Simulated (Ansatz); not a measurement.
Reaction (SMILES): C#C (C2H2) → C2H2+ (doublet, bonded as C#C) + e-
B3LYP-D3(BJ)/def2-TZVP geometries, fixed; electronic energies without zero-point terms.

Core correlation in the adiabatic ionisation energy at MP2 with Ansatz (an electronic-structure program), in eV: frozen core against all electrons. Core-valence sets carry the plain set on hydrogen. Open shells are unrestricted.

```csv
basis,"functions, most",frozen core,all electrons,core term (second minus first)
cc-pVDZ,38,11.151,11.161,0.011
cc-pCVDZ,46,11.173,11.183,0.010
cc-pVTZ,88,11.454,11.490,0.036
cc-pCVTZ,114,11.459,11.482,0.023
cc-pwCVTZ,114,11.464,11.491,0.027
cc-pVQZ,170,11.541,11.570,0.030
cc-pwCVQZ,228,11.544,11.574,0.029
cc-pCVQZ,228,11.543,11.571,0.028
```

The largest core-valence set, cc-pCVQZ, gives a core term of 0.028 eV; the valence set cc-pVQZ, which lacks functions for the core, gives 0.030.
